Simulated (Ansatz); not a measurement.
**C₃H₉NO: up Jacob's ladder to CCSD(T)**

An exercise on one series of results from a longer session: the logs are not shown, and one member is left open.

The runs use Ansatz 0.2.0, Gaussian basis; functionals in def2-TZVPP, the program's frozen cores in correlated methods.

Plan: PBE-D4, r2SCAN-D4, PBE0-D4, B3LYP-D4, ωB97X-V, ωB97M-V, B2PLYP; CCSD(T)/def2-TZVPP; MP2/def2-QZVPP; extrapolation to the limit.

## The relaxed structure

The geometry comes from an earlier relaxation with PBE0-D4 in a triple-zeta def2 set; it is a stationary point, not always the lowest conformer.

SMILES `CNCOC`, 14 atoms, charge 0, spin multiplicity 1.

Atoms are counted from 1 here; the program's logs count them from 0.

Bond lengths: C1–N2 1.446 Å, C1–H6 1.091 Å, C1–H7 1.103 Å, C1–H8 1.091 Å, N2–C3 1.423 Å, N2–H9 1.008 Å, C3–O4 1.405 Å, C3–H10 1.101 Å, C3–H11 1.111 Å, O4–C5 1.399 Å, C5–H12 1.100 Å, C5–H13 1.100 Å, C5–H14 1.090 Å. Angles: N2–C1–H6 109.7°, N2–C1–H7 113.6°, N2–C1–H8 109.3°, H6–C1–H7 108.5°, H6–C1–H8 107.7°, H7–C1–H8 107.9°, C1–N2–C3 114.7°, C1–N2–H9 112.1°, C3–N2–H9 110.8°, N2–C3–O4 108.7°, N2–C3–H10 108.9°, N2–C3–H11 113.0°, O4–C3–H10 110.3°, O4–C3–H11 108.0°, H10–C3–H11 107.8°, C3–O4–C5 112.1°, O4–C5–H12 111.8°, O4–C5–H13 111.8° and more.

Coordinates:

```
C    -1.64753    0.17378    1.22819
N    -0.33588   -0.42576    1.32977
C     0.58659   -0.00762    0.33089
O     0.29935   -0.69223   -0.86167
C     1.05919   -0.21969   -1.93657
H    -2.28124   -0.18796    2.03949
H    -1.63314    1.27576    1.26115
H    -2.10928   -0.12828    0.28688
H     0.06097   -0.31749    2.25048
H     1.60776   -0.24009    0.66907
H     0.53678    1.08278    0.12245
H     0.88071    0.84924   -2.12354
H     2.13673   -0.36251   -1.76875
H     0.76529   -0.78603   -2.82024
```

Set-up of the first run:

The input, in.yaml:

```yaml
crystal:
  periodic: [false, false, false]
  atoms:
    - {symbol: C, position_ang: [-1.647534, 0.173779, 1.228194]}
    - {symbol: N, position_ang: [-0.335877, -0.425764, 1.329770]}
    - {symbol: C, position_ang: [0.586591, -0.007617, 0.330890]}
    - {symbol: O, position_ang: [0.299346, -0.692227, -0.861674]}
    - {symbol: C, position_ang: [1.059186, -0.219693, -1.936575]}
    - {symbol: H, position_ang: [-2.281240, -0.187959, 2.039488]}
    - {symbol: H, position_ang: [-1.633135, 1.275763, 1.261148]}
    - {symbol: H, position_ang: [-2.109278, -0.128276, 0.286879]}
    - {symbol: H, position_ang: [0.060968, -0.317494, 2.250482]}
    - {symbol: H, position_ang: [1.607764, -0.240090, 0.669069]}
    - {symbol: H, position_ang: [0.536784, 1.082782, 0.122455]}
    - {symbol: H, position_ang: [0.880710, 0.849238, -2.123540]}
    - {symbol: H, position_ang: [2.136725, -0.362509, -1.768749]}
    - {symbol: H, position_ang: [0.765291, -0.786032, -2.820236]}
basis:
  gaussian: {orbitals: def2-TZVPP}
hamiltonian: {xc: pbe, dispersion: d4}
output: {forces: true, orbitals: {seedname: orbitals}}
```

Run with:

```sh
> ansatz run in.yaml --threads 4 --pin off --events-out ev --progress --plain --max-ram 10444MiB
```

Steps of the session up to this table: PBE-D4 (GGA); r2SCAN-D4 (meta-GGA); PBE0-D4 (hybrid); B3LYP-D4 (hybrid); ωB97X-V (range-separated); ωB97M-V (range-separated); B2PLYP (double hybrid); CCSD(T) in def2-TZVPP; MP2 in def2-QZVPP.

One of the session's tables, all rows but one given; the rest of the session is left out.

It belongs to the step «Atomisation energies». 

| method | atomisation energy (kJ/mol) |
| --- | --- |
| PBE-D4 | 5378.1 |
| r2SCAN-D4 | 5253.2 |
| PBE0-D4 | 5276.6 |
| B3LYP-D4 | 5270.1 |
| ωB97X-V | 5270.7 |
| ωB97M-V | 5274.1 |
| B2PLYP | 5207.9 |
| HF/def2-TZVPP | 3757.0 |
| MP2/def2-TZVPP | 5180.5 |
| CCSD/def2-TZVPP | 5049.8 |
| CCSD(T)/def2-TZVPP | 5121.8 |
| MP2/CBS | ? |
| CCSD(T)/CBS | 5254.3 |

Estimate the missing values for MP2/CBS.

The run gave: atomisation energy (kJ/mol): 5313.1. In the column «atomisation energy (kJ/mol)» it lies between PBE0-D4 (5276.6) and PBE-D4 (5378.1).

Caveats from the session: Free atoms (3 C, 1 N, 1 O, 9 H) were run apart at each level; the atomisation energy is their sum less the molecule, without zero-point or spin-orbit terms.
